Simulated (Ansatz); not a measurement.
Job for Ansatz (a first-principles code): R-B3LYP/def2-TZVPPD on C2H8 (a complex). Files ending in .json are basis or fitting sets from the Basis Set Exchange.

Ansatz 0.2 input:
```yaml
crystal:
  periodic: [false, false, false]
  atoms:
    - {symbol: C, position_ang: [0.00000000, -0.00014000, 1.85916100]}
    - {symbol: H, position_ang: [-0.88855100, 0.51306000, 1.49468500]}
    - {symbol: H, position_ang: [0.88855100, 0.51306000, 1.49468500]}
    - {symbol: H, position_ang: [0.00000000, -1.02633900, 1.49486800]}
    - {symbol: H, position_ang: [0.00000000, 0.00008900, 2.94828400]}
    - {symbol: C, position_ang: [0.00000000, 0.00014000, -1.85916100]}
    - {symbol: H, position_ang: [0.00000000, -0.00008900, -2.94828400]}
    - {symbol: H, position_ang: [-0.88855100, -0.51306000, -1.49468500]}
    - {symbol: H, position_ang: [0.88855100, -0.51306000, -1.49468500]}
    - {symbol: H, position_ang: [0.00000000, 1.02633900, -1.49486800]}
basis:
  gaussian:
    orbitals: def2-TZVPPD.json
hamiltonian:
  xc: {name: B3LYP}
scf: {lower_state_search: off}
```

Program output:

```
WARN ansatz: RAYON_NUM_THREADS=1 ignored (pool sized by the plan → 1); use --threads N
Functional definition: B3LYP
these checks for a lower state are left out or cut short: stability, starts, cluster_reference, orbital_swaps, neighbouring_geometries, increment
integrals: 0.06 GiB planned
820 factors; their error is unknown
mean field: 0.81 GiB planned
mean field evaluation 1: about -2195.1830 eV, gradient 7.1e1 eV
mean field evaluation 2: about -2190.9086 eV, gradient 7.6e1 eV
mean field evaluation 4: about -2206.2623 eV, gradient 2.0e-1 eV
mean field evaluation 8: about -2206.2373 eV, gradient 5.6e-1 eV
mean field evaluation 16: about -2206.2377 eV, gradient 3.1e-6 eV
mean field -2206.23766043 eV, -81.0777385790 hartree, gradient 2.9e-6 eV, S^2 0.000000; 0 other end points of the search recorded, 0 dependent functions left out
reference -2206.23793253 eV, -81.0777485788 hartree; 10, 10 occupied and 200, 200 virtual orbitals, 820 factors
Total energy: -2206.23793253 eV, -81.0777485788 hartree
Checks for a lower state left out: stability, starts, cluster_reference, orbital_swaps, neighbouring_geometries, increment
```

The run converged.

Cost: roughly 2.0 core-seconds.
